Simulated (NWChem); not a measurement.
Spin states of N

SMILES: [N]
```xyz
1

N      0.0000     0.0000     0.0000
```
Charge 0, spin multiplicity 4.

All runs are NWChem calculations.

Basis set: def2-TZVP. The gap is E(quartet) − E(doublet), so a negative value puts the higher spin lower. Open shells are unrestricted. The quartet is the single determinant that the SCF runs reached, with unpaired electrons in orbitals of symmetry b1u and b2u and b3u (D2h labels); it need not be the lowest quartet, which in molecules with degenerate π orbitals can need several determinants. Where the lowest doublet needs several determinants, the single determinant used here isn't a pure state and places it wrongly.

The correlated methods keep 1 core orbital frozen. B3LYP has NWChem's definition, with VWN1-RPA local correlation. The stability of the SCF solutions was not checked. Open-shell Hartree-Fock references start from PBE0 orbitals.

Question: Order these methods by the vertical doublet-quartet gap they give, lowest first: B3LYP, LC-wPBE (omega 0.3 per bohr), B2PLYP, CAM-B3LYP, HF, MP2.

Answer: HF (-85.7 kcal/mol), MP2 (-76.2 kcal/mol), LC-wPBE (omega 0.3 per bohr) (-68.7 kcal/mol), B2PLYP (-66.8 kcal/mol), CAM-B3LYP (-65.1 kcal/mol), B3LYP (-63.6 kcal/mol)
